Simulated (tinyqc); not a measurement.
Worked calculation: UHF in the sto-6g basis, for LiH, spin multiplicity 3. This run ends on a higher stationary point, not on the lowest solution. One step of it, computed by the program tinyqc.

Question. Iteration 2: DIIS coefficients. Solve [B -1; -1 0][c; lambda] = [0; -1] for the coefficients, which sum to one.

B (overlaps of the stored error matrices):
```
               1              2
1  6.2833434e-02  4.0919381e-02
2  4.0919381e-02  2.6996564e-02
```

Give: DIIS coefficients.

Answer.

DIIS coefficients: -1.7423  2.7423
